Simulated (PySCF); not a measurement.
All values below come from PBE-D3(BJ)/def2-TZVP (PySCF 2.14.0). Isolated molecules, 0 K electronic values unless said otherwise. 

Reference species (SMILES): `[CH3]` (neutral, multiplicity 2).

* **highest occupied spin orbital**: -5.38 eV

Changed species: `[SH]` (radical fragment; the reference has radical fragment).

Problem. What does the change do to the highest occupied spin orbital?

Solution. the highest occupied spin orbital decreases by 0.74 eV, to -6.12 eV.
